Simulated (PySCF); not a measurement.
## Vibration and rotation of LiB

UHF-CCSD(T) constants of LiB, ³Π (triplet), unpaired electrons σ ↑, π ↑ (basis Li 6-31G(d,p), B 6-31G(d,p); no relativity; PySCF 2.14; masses 7.0160 and 11.0093 u):

| Quantity | Value |
| --- | --- |
| ωe | 540.5 cm⁻¹ |
| ωexe | 5.79 cm⁻¹ |
| Be | 0.84894 cm⁻¹ |
| αe | 0.0115 cm⁻¹ |
| D (centrifugal) | 8.38e-06 cm⁻¹ |
| De to Li + B | 0.96 eV |

Q: Give the vibrational terms G(v) and spacings up to v = 6.

A: G(v) = ωe(v+½) − ωexe(v+½)².

```tsv
v	G(v) (cm⁻¹)	G(v) − G(v−1)	Bv (cm⁻¹)
0	269		0.8432
1	798	529	0.8317
2	1315	517	0.8202
3	1821	506	0.8087
4	2315	494	0.7972
5	2798	483	0.7857
6	3269	471	0.7742
```

Q: How well does the Morse estimate ωe²/(4ωexe) reproduce De, and what is D0?

A: It gives 1.56 eV, 163 % of the computed De. D0 = De − G(0) = 0.96 − 0.03 = 0.93 eV.

Correlated steps freeze 1 core orbital. Correlated levels converge slowly with the basis: in double zeta they bind strong bonds too weakly, by up to about 1 eV, and carry superposition errors of some tenths. The state is the lowest determinant that a PBE0 search found; another state may lie lower at other levels.
